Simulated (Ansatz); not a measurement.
Relaxation of ClH$_{4}$Si (6 atoms, charge 0, multiplicity 2), to a largest force component of 0.03 eV/Å in at most 50 steps.

All numbers below come from Ansatz, UKS PBE0-D4/def2-SVP.

```xyz
6
Properties=species:S:1:pos:R:3
Si 0.023 0.000 -0.068
H 0.155 0.000 1.401
H 1.390 0.000 -0.667
H -0.720 1.222 -0.492
H -0.720 -1.222 -0.492
Cl -0.127 0.000 3.950
```

Task: Where does it end, and by what steps?

Result: The forces met the threshold. After 13 steps the energy has fallen by 0.481 eV; H2 moved furthest, 0.86 Å. Parted: Si1–H2. Joined: H2–Cl6.

```json
{"step": "0", "energy less start (eV)": "0.0000", "largest force component (eV/Å)": "0.620", "accepted": "yes"}
{"step": "1", "energy less start (eV)": "-0.0167", "largest force component (eV/Å)": "0.334", "accepted": "yes"}
{"step": "2", "energy less start (eV)": "-0.0765", "largest force component (eV/Å)": "0.291", "accepted": "yes"}
{"step": "3", "energy less start (eV)": "-0.1554", "largest force component (eV/Å)": "0.370", "accepted": "yes"}
{"step": "4", "energy less start (eV)": "-0.2506", "largest force component (eV/Å)": "0.440", "accepted": "yes"}
{"step": "5", "energy less start (eV)": "-0.2838", "largest force component (eV/Å)": "1.060", "accepted": "yes"}
{"step": "6", "energy less start (eV)": "-0.3358", "largest force component (eV/Å)": "0.457", "accepted": "yes"}
{"step": "7", "energy less start (eV)": "-0.3866", "largest force component (eV/Å)": "0.400", "accepted": "yes"}
{"step": "8", "energy less start (eV)": "-0.4347", "largest force component (eV/Å)": "0.242", "accepted": "yes"}
{"step": "9", "energy less start (eV)": "-0.4589", "largest force component (eV/Å)": "0.288", "accepted": "yes"}
{"step": "10", "energy less start (eV)": "-0.4426", "largest force component (eV/Å)": "1.562", "accepted": "no"}
{"step": "11", "energy less start (eV)": "-0.4742", "largest force component (eV/Å)": "0.139", "accepted": "yes"}
{"step": "12", "energy less start (eV)": "-0.4800", "largest force component (eV/Å)": "0.055", "accepted": "yes"}
{"step": "13", "energy less start (eV)": "-0.4811", "largest force component (eV/Å)": "0.015", "accepted": "yes"}
```

```xyz
6
Properties=species:S:1:pos:R:3
Si 0.012 0.000 -0.239
H 0.131 0.000 2.265
H 1.397 0.000 -0.787
H -0.741 1.240 -0.581
H -0.741 -1.240 -0.581
Cl -0.057 0.000 3.555
```

Whether the end is a true minimum wasn't checked by a vibrational analysis.

Time of the run: 26 s on 2 threads of Intel(R) Xeon(R) Platinum 8259CL CPU @ 2.50GHz (Skylake/Cascade Lake) (shared host), peak memory 0.16 GiB.
